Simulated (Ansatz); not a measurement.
Process, species as SMILES: O (H2O) + H+ → [OH3+]
B3LYP-D3(BJ)/def2-TZVP geometries, fixed; electronic energies without zero-point terms; positive where energy is released.

Core correlation in the proton affinity at CCSD(T) with Ansatz (an electronic-structure program), in kcal/mol: frozen core against all electrons. Core-valence sets carry the plain set on hydrogen. Costs are rough ratios of core time on shared machines of one kind.

```
basis      functions, most  frozen core
---------  ---------------  -----------
cc-pVDZ                 29       180.54
cc-pCVDZ                33       180.38
cc-pVTZ                 72       175.16
cc-pCVTZ                85       175.05
cc-pwCVTZ               85       175.03
cc-pVQZ                145       172.94
cc-pCVQZ               174       172.88
cc-pwCVQZ              174       172.88
```

Problem. How large is the core term in each set?

Solution. The largest core-valence set, cc-pwCVQZ, gives a core term of 0.13 kcal/mol; the valence set cc-pVQZ, which lacks functions for the core, gives 0.34. By row: cc-pVDZ 0.08, cc-pCVDZ 0.09, cc-pVTZ 0.56, cc-pCVTZ 0.13, cc-pwCVTZ 0.12, cc-pVQZ 0.34, cc-pCVQZ 0.13, cc-pwCVQZ 0.13.
